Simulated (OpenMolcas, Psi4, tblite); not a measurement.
# How methods differ on C2HClF2 (SMILES FC(F)=CCl)

C2HClF2 has 6 atoms, charge 0, and is taken as a singlet. SMILES: `FC(F)=CCl`. Geometry: relaxed at PBE0-D4/def2-TZVP.

```xyz
6

F     0.9010   -0.8104    1.3420
C     0.2676   -0.5622    0.2204
F     0.1925   -1.6326   -0.5227
C    -0.2184    0.6268   -0.0866
Cl   -1.0390    0.9264   -1.5521
H    -0.1038    1.4520    0.5990
```

Each level gives the dipole moment (D). The values are calculated.

| level | kind | program | value (D) | CPU time |
| --- | --- | --- | --- | --- |
| GFN2-xTB | semi-empirical | tblite | 1.56 | under 2 s |
| GFN1-xTB | semi-empirical | tblite | 1.45 | under 2 s |
| HF/6-31G* (spherical functions) | Hartree–Fock | Psi4 | 1.19 | 6.1 s |
| SVWN5/6-31G* (spherical functions) | LDA | Psi4 | 1.00 | 13 s |
| PBE/6-31G* (spherical functions) | GGA | OpenMolcas | 1.00 | 21 s |
| M06-L/6-31G* (spherical functions) | meta-GGA | Psi4 | 1.04 | 55 s |
| M06-2X/6-31G* (spherical functions) | hybrid meta-GGA | Psi4 | 1.06 | 49 s |
| HSE06/6-31G* (spherical functions) | range-separated hybrid | Psi4 | 1.04 | 75 s |
| wB97X-V/6-31G* (spherical functions) | range-separated hybrid | Psi4 | 1.09 | 2.4 min |

The values span 1.00 to 1.56 D. Magnitudes only. CPU times are rough (shared hosts, several kinds of processor): they show what a rung costs within a factor of a few.
